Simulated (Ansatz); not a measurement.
## Reading a saddle point

A first-order saddle point of C2H3S, doublet, PBE0-D4/def2-TZVP, with one imaginary mode of 853i cm⁻¹:

```
atom    x (Å)    y (Å)    z (Å)
  H1  -1.0376   0.5934   0.5430
  C2   0.2269  -0.0280  -0.4906
  C3   1.0440   0.0463  -1.3802
  S4  -0.7376   0.2820   1.8579
  H5   1.7084   0.0711  -2.2142
  H6  -1.2039  -0.9649   1.6841
```

Computed with Ansatz 0.2.0 (basis: def2-TZVPP and def2-QZVPP); correlated methods freeze the cores; orbitals are unrestricted. Extrapolation: Hartree–Fock as exp(−7.88 √X), correlation as X^−2.97.

**Question.** Which contacts change along the imaginary mode, and what lies on either side? (A judgement: the text doesn't fix the answer.)

**Answer.** By the calculation: The step is C₂H₂ (C#C) + HS → C₂H ([C][CH]) + H₂S, with the molecules in contact on both sides. Shortening one way: H1–S4; lengthening the same way: H1–C2.
```
 pair  one side (Å)  saddle (Å)  other side (Å)
H1–S4          3.33        1.38            1.34
H1–C2          1.07        1.75            2.57
```

**Question.** Which side is lower, and how far does the saddle lie above each? (To be estimated.)

**Answer.** Computed: The side with H1–C2 short is lower by 1.607 eV; the saddle lies 1.929 eV above it and 0.322 eV above the other (CCSD(T) at an estimated basis limit (MP2 extrapolated from triple and quadruple zeta, plus CCSD(T) − MP2 in triple zeta); electronic energies).

No T1 diagnostic of these runs exceeds 0.053. ⟨S²⟩ of the unrestricted Hartree–Fock references: 0.76 to 1.10 (a pure state has 0.75). The T1 diagnostic is large here, which may signal multireference character or strong orbital relaxation, so CCSD(T) is less sure. The unrestricted reference is spin-contaminated, which hurts MP2 most.

Labels in which every atom is bracketed show which atoms are joined, not bond orders.

For scale, one of the runs: CCSD(T)/def2-TZVPP, 146 basis functions, launched by `ansatz run in.yaml --threads 2 --pin off --events-out ev --progress --plain --max-ram 4352MiB`. The run took 43 s on 2 CPU threads (shared host), with 2 GiB of host memory at its peak.
